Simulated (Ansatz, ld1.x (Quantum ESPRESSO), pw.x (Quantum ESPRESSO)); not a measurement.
pw.x on sc Si: one setting changed

Potential: norm-conserving Troullier–Martins (Kleinman–Bylander form), ld1.x (Quantum ESPRESSO) 7.5, LDA (PW92); core [Ne], reference 3s2 3p2; waves: 3s (bound): rc 1.60 bohr; 3d channel at 0.05 Ry: rc 2.30 bohr; 3p (bound): rc 2.30 bohr; local part: the p channel; core correction: none.

The reference run (k-mesh 13³, cutoffs 50/200 Ry, Fermi–Dirac 0.01 Ry, mixing_beta 0.4, conv_thr 1e-9, no spin) gives -0.34 GPa at 15.704 Å³/atom, where all-electron LAPW gives 0.11 GPa. This run, with its own iteration cap, changes mixing_ndim to 16.

```
&control
  calculation='scf', prefix='x', pseudo_dir='./', outdir='./tmp', tstress=.true., disk_io='none'
/
&system
  ibrav=0, nat=1, ntyp=1, ecutwfc=50, ecutrho=200, nbnd=9,
  occupations='smearing', smearing='fd', degauss=0.01
/
&electrons
  conv_thr=1e-09, mixing_beta=0.4, electron_maxstep=60, mixing_ndim=16
/
ATOMIC_SPECIES
Si 1.0 Si.UPF
CELL_PARAMETERS angstrom
  2.50420625 0.00000000 0.00000000
  0.00000000 2.50420625 0.00000000
  0.00000000 0.00000000 2.50420625
ATOMIC_POSITIONS crystal
Si 0.0000 0.0000 0.0000
K_POINTS automatic
13 13 13 0 0 0
```

```bash
pw.x < Si.scf.in > Si.scf.out
```

How does the run end?

It converges in 5 iterations; the free energy moves by +0.0 meV/atom and the pressure by +0.00 GPa. The result is that of the reference run.

```
Message from routine setup:
     using ibrav=0 with symmetry is DISCOURAGED, use correct ibrav instead
     lattice parameter (alat)  =       4.7323  a.u.
     unit-cell volume          =     105.9758 (a.u.)^3
     number of electrons       =         4.00
     number of Kohn-Sham states=            9
     kinetic-energy cutoff     =      50.0000  Ry
     charge density cutoff     =     200.0000  Ry
     scf convergence threshold =      1.0E-09
     Exchange-correlation= PW
     number of k points=    84  Fermi-Dirac smearing, width (Ry)=  0.0100
     iteration #  1     ecut=    50.00 Ry     beta= 0.40
     total energy              =      -7.91875440 Ry
     estimated scf accuracy    <       0.00364180 Ry
     iteration #  2     ecut=    50.00 Ry     beta= 0.40
     total energy              =      -7.91877267 Ry
     estimated scf accuracy    <       0.00131070 Ry
     iteration #  3     ecut=    50.00 Ry     beta= 0.40
     total energy              =      -7.91877339 Ry
     estimated scf accuracy    <       0.00000003 Ry
     iteration #  4     ecut=    50.00 Ry     beta= 0.40
     total energy              =      -7.91877341 Ry
     estimated scf accuracy    <          6.7E-09 Ry
     iteration #  5     ecut=    50.00 Ry     beta= 0.40
     the Fermi energy is     8.9891 ev
!    total energy              =      -7.91877341 Ry
     estimated scf accuracy    <          1.6E-10 Ry
     smearing contrib. (-TS)   =      -0.00203322 Ry
     The total energy is F=E-TS. E is the sum of the following terms:
     one-electron contribution =       3.97422256 Ry
     hartree contribution      =       0.12931667 Ry
     xc contribution           =      -2.42724735 Ry
     ewald contribution        =      -9.59303206 Ry
     convergence has been achieved in   5 iterations
          total   stress  (Ry/bohr**3)                   (kbar)     P=       -3.43
     Message from routine punch:
     Nothing written, as per user request (disk_io='none')
```

The run took about 4.2 s on one core of a shared server CPU.
